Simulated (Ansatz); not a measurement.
Born–Oppenheimer molecular dynamics of CH$_{5}$B (7 atoms, charge 0, multiplicity 1). It starts from a relaxed structure.

These are results of RKS B3LYP/def2-SVP in Ansatz, not measurements.

```
ensemble                      : NVE (velocity Verlet)
time step                     : 0.5 fs
steps asked                   : 100
starting velocities drawn for : 200 K
masses                        : H 2.014 u
seed                          : 11524
```

First frame:

```xyz
7
Properties=species:S:1:pos:R:3
B 0.000 -0.016 0.020
C -0.011 -0.069 1.576
H -0.965 -0.379 2.029
H 0.828 -0.616 2.034
H 0.130 0.998 1.865
H 1.036 -0.099 -0.599
H -1.018 0.180 -0.603
```

**Question.** How far do the bonds stretch over the last three quarters of this one trajectory? (Pairs bonded in most of those frames.)

**Answer.** 
```json
{"bond": "B1–C2", "mean (Å)": "1.561", "spread (Å)": "0.013", "shortest": "1.53", "longest": "1.57"}
{"bond": "B1–H6", "mean (Å)": "1.214", "spread (Å)": "0.021", "shortest": "1.18", "longest": "1.24"}
{"bond": "B1–H7", "mean (Å)": "1.212", "spread (Å)": "0.009", "shortest": "1.20", "longest": "1.23"}
{"bond": "C2–H3", "mean (Å)": "1.105", "spread (Å)": "0.016", "shortest": "1.08", "longest": "1.13"}
{"bond": "C2–H4", "mean (Å)": "1.101", "spread (Å)": "0.007", "shortest": "1.09", "longest": "1.11"}
{"bond": "C2–H5", "mean (Å)": "1.114", "spread (Å)": "0.010", "shortest": "1.10", "longest": "1.13"}
```

Mean temperature of the second half: 97 K. The conserved energy stayed within 0.049 meV per atom of its start (net change 0.03 meV per atom), so the integration is sound. A run of 0.05 ps of so small a system gives no equilibrium averages.

Time of the run: 39 s on 1 thread of AMD EPYC 9R45 96-Core Processor (Zen 5), on a shared host, peak memory 0.11 GiB.
